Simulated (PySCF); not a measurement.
# S₂H₂: relaxation and vibrations of the triplet

Aim: relax S₂H₂ as a triplet from a trans-bent X-M-M-X start, check by its vibrations whether the end is a minimum, and collect its spectrum and constants.

Program: PySCF 2.14.0. Level of theory: PBE0, basis S def2-TZVP, H def2-TZVP, no relativity, density fitting. These are calculated values, not measurements.

### Step 1. Starting geometry

4 atoms, charge 0, spin multiplicity 3.

Bond lengths: S1–S2 2.060 Å, S1–H3 1.350 Å, S2–H4 1.350 Å. Angles: S2–S1–H3 126.9°, S1–S2–H4 126.9°.

Coordinates in bohr (charge 0 multiplicity 3):
```
S     0.0000    0.0000    1.9464
S     0.0000    0.0000   -1.9464
H     2.0409    0.0000    3.4771
H    -2.0409    0.0000   -3.4771
```

### Step 2. The SCF at the typed geometry

One driver script runs all steps and calls PySCF; scf.py shows how it sets up the SCF of each step. The optimiser is the driver's own. After this first run the driver tries any further starts and a stability analysis.

File scf.py:

```python
from pyscf import gto, scf, dft
mol = gto.M(atom='''
S      0.000000     0.000000     1.030000
S      0.000000     0.000000    -1.030000
H      1.080000     0.000000     1.840000
H     -1.080000     0.000000    -1.840000''',
    basis={'S': 'def2-TZVP', 'H': 'def2-TZVP'},
    charge=0, spin=2)
mf = dft.UKS(mol, xc='PBE0')
mf.grids.atom_grid = (50, 194)
aux = {'S': 'def2-universal-JKFIT', 'H': 'def2-universal-JKFIT'}
mf = mf.density_fit(auxbasis=aux)
mf.conv_tol = 1e-08
mf.diis_space = 10
mf.max_cycle = 60
mf.init_guess = 'minao'
mf.verbose = 4
mf.kernel()
```

On the command line:

```bash
$ OMP_NUM_THREADS=4 python axn.py task.json out
```

The program printed:

```text
init E= -797.382764163613
[... the frontier-level lines of each cycle are left out ...]
cycle= 1 E= -797.210469132642  delta_E= 0.172  |g|= 0.11  |ddm|= 1.59
cycle= 2 E= -797.21661900256  delta_E= -0.00615  |g|= 0.0694  |ddm|= 0.233
cycle= 3 E= -797.219446527573  delta_E= -0.00283  |g|= 0.0286  |ddm|= 0.138
cycle= 4 E= -797.219878997815  delta_E= -0.000432  |g|= 0.00621  |ddm|= 0.0328
cycle= 5 E= -797.219910361084  delta_E= -3.14e-05  |g|= 0.00203  |ddm|= 0.0139
cycle= 6 E= -797.219913053633  delta_E= -2.69e-06  |g|= 0.000347  |ddm|= 0.00253
cycle= 7 E= -797.219913267989  delta_E= -2.14e-07  |g|= 0.000111  |ddm|= 0.00125
cycle= 8 E= -797.219913286473  delta_E= -1.85e-08  |g|= 3.72e-05  |ddm|= 0.00033
cycle= 9 E= -797.219913288999  delta_E= -2.53e-09  |g|= 8e-06  |ddm|= 0.000153
Extra cycle  E= -797.219913289092  delta_E= -9.3e-11  |g|= 3.86e-06  |ddm|= 1.72e-05
converged SCF energy = -797.219913289092  <S^2> = 2.0096823  2S+1 = 3.0064479
```

This step, with its further starts and checks, needed 5.9 s of wall time on 4 threads of Arm Neoverse V1, shared host.

The starts that the driver tried:

| start | energy (Eh) |
| --- | --- |
| the minimal-basis guess | -797.219913 |
| a thermally smeared density | -797.219913 |
| a smeared PBE density | -797.219913 |

No lower solution of this spin turned up from the other starts or in the test of internal stability.

### Step 3. Relaxing the triplet from the trans-bent X-M-M-X start

The program finds C2h symmetry in the start, which this walk keeps. Threshold on the gradient: 0.0003 Eh/bohr, with a further test on the energy change.

Edit scf.py of step 2 so:

```diff
@@ -4 +4 @@
-S      0.000000     0.000000    -1.030000
+S     -0.000000     0.000000    -1.030000
@@ -16 +15,0 @@
-mf.init_guess = 'minao'
```

Energy and gradient, step by step:

| step | energy (Eh) | change (kJ/mol) | largest symmetric gradient (Eh/bohr) |
| --- | --- | --- | --- |
| 0 | -797.219913 | 0.00 | 0.03460 |
| 1 | -797.229040 | -23.96 | 0.02697 |
| 2 | -797.234572 | -38.49 | 0.02015 |
| 3 | -797.239939 | -52.58 | 0.01040 |
| 4 | -797.242007 | -58.01 | 0.01064 |
| 5 | -797.244208 | -63.79 | 0.00691 |
| 6 | -797.248549 | -75.18 | 0.00922 |
| 7 | -797.250475 | -80.24 | 0.00528 |
| 8 | -797.250673 | -80.76 | 0.00384 |
| 9 | -797.250792 | -81.07 | 0.00238 |
| 10 | -797.250828 | -81.17 | 0.00019 |
| 11 | -797.250829 | -81.17 | 0.00002 |

The walk took 14 s.

Positions (Å) and forces (eV/Å) along the way:

```
step 0
S    0.000   0.000   1.030  -1.030   0.000   1.779
S    0.000   0.000  -1.030   1.030   0.000  -1.779
H    1.080   0.000   1.840   0.903   0.000   0.555
H   -1.080   0.000  -1.840  -0.903   0.000  -0.555
step 1
S   -0.019   0.000   1.088  -0.115   0.000   1.387
S    0.019   0.000  -1.088   0.115   0.000  -1.387
H    1.114   0.000   1.881  -0.010   0.000  -0.105
H   -1.114   0.000  -1.881   0.010   0.000   0.105
step 6
S   -0.245   0.000   1.289  -0.201   0.000  -0.474
S    0.245   0.000  -1.289   0.201   0.000   0.474
H    1.065   0.000   1.563   0.162   0.000  -0.114
H   -1.065   0.000  -1.563  -0.162   0.000   0.114
step 11
S   -0.294   0.000   1.212  -0.002   0.000  -0.001
S    0.294   0.000  -1.212   0.002   0.000   0.001
H    1.030   0.000   1.432  -0.002   0.000   0.001
H   -1.030   0.000  -1.432   0.002   0.000  -0.001
```

After 11 steps and 81.2 kJ/mol it ends at C2h: S–H 1.342 Å (×2), S–S 2.494 Å; H–S–S 85.8° (×2).

### Step 4. Hessian and properties

On the finer grid the gradient is checked again; gradients at displacements of ±0.02 bohr then give force constants and infrared intensities.

Edit scf.py of step 3 so:

```diff
@@ -3,4 +3,4 @@
-S      0.000000     0.000000     1.030000
-S     -0.000000     0.000000    -1.030000
-H      1.080000     0.000000     1.840000
-H     -1.080000     0.000000    -1.840000''',
+S     -0.294029     0.000000     1.211756
+S      0.294029     0.000000    -1.211756
+H      1.029615     0.000000     1.431816
+H     -1.029615     0.000000    -1.431816''',
@@ -10 +10 @@
-mf.grids.atom_grid = (50, 194)
+mf.grids.atom_grid = (75, 302)
@@ -13 +13 @@
-mf.conv_tol = 1e-08
+mf.conv_tol = 1e-10
```

The driver hands on the density of the step before, so the log starts near convergence.

SCF at the final geometry:

```text
init E= -797.250837152521
[... the frontier-level lines of each cycle are left out ...]
cycle= 1 E= -797.250837152518  delta_E= 2.73e-12  |g|= 1.36e-06  |ddm|= 1.92e-06
Extra cycle  E= -797.250837152512  delta_E= 5.46e-12  |g|= 3.3e-06  |ddm|= 4.51e-06
converged SCF energy = -797.250837152512  <S^2> = 2.011461  2S+1 = 3.007631
```

The whole step took 25 s.

Geometry: C2h; S–H 1.342 Å (×2), S–S 2.494 Å; H–S–S 85.8° (×2).

Modes, for the most abundant isotopes:

| symmetry | ω (cm⁻¹) | IR (km/mol) | μ (u) |
| --- | --- | --- | --- |
| ag | 301 | 0.0 | 17.58 |
| au | 416 | 24.2 | 1.04 |
| bu | 488 | 20.6 | 1.04 |
| ag | 657 | 0.0 | 1.06 |
| ag | 2726 | 0.0 | 1.04 |
| bu | 2727 | 8.6 | 1.04 |

All wavenumbers are real: a minimum.

Constants and moments:

* Dipole moment: 0.00 D
* Highest occupied level: -5.80 eV
* Lowest empty level: -4.57 eV
* Rotational constants: 4.8, 0.165, 0.1595 cm⁻¹
* Zero-point energy: 43.8 kJ/mol
* Principal polarisabilities: 24.6, 35.1, 100.5 bohr³
* Atomisation energy without zero-point energy: 791 kJ/mol
* Principal traceless quadrupole moments about the centre of mass: -4.76, -2.06, 6.82 D Å
* Entropy at 298.15 K and 1 bar (electronic part: spin only): 270.9 J/(mol K)
* Heat capacity Cp at 298.15 K: 55.4 J/(mol K)
* Enthalpy at 298.15 K above 0 K: 12.74 kJ/mol
* Rotational symmetry number: 2
* Spin squared ⟨S²⟩: 2.011

Charges (e) and bond orders:

```tsv
atom	Mulliken	Löwdin	polar tensor	spin (Mulliken)	Mayer order to S1
S1	-0.18	-0.02	-0.07	1.03	–
S2	-0.18	-0.02	-0.07	1.03	1.02
H3	0.18	0.02	0.07	-0.03	0.95
H4	0.18	0.02	0.07	-0.03	0.00
```

Outer orbital energies (eV). α occupied: -21.56, -19.97, -12.10, -11.34, -10.24, -9.25, -7.90, -5.80; empty: -0.09, 1.30, 4.79, 5.20. β occupied: -162.03, -162.03, -20.44, -18.70, -11.64, -10.89, -8.76, -7.43; empty: -4.57, -2.43, 0.18, 1.58.

Mulliken populations on S1: s 5.91, p 10.18, d 0.09, f 0.01.

### Step 5. Results

```
                                          quantity                                                         value
                                           minimum                                                  triplet, C2h
                                          geometry               S–H 1.342 Å (×2), S–S 2.494 Å; H–S–S 85.8° (×2)
                                wavenumbers (cm⁻¹)  301 (ag), 416 (au), 488 (bu), 657 (ag), 2726 (ag), 2727 (bu)
                                     dipole moment                                                        0.00 D
highest occupied, lowest empty level (either spin)                                               -5.80, -4.57 eV
                         polar-tensor charge of S1                                                       -0.07 e
                                 zero-point energy                                                   43.8 kJ/mol
                               entropy at 298.15 K                                               270.9 J/(mol K)
         atomisation energy (no zero-point energy)                                                    791 kJ/mol
                                              ⟨S²⟩                                                         2.011
```

The molecule stays C2h, as typed, and the end point is a minimum. The strongest infrared band lies at 416 cm⁻¹ (au). Only this shape and spin were tried, so other structures or states may lie lower.

The search up to here took 45 s.
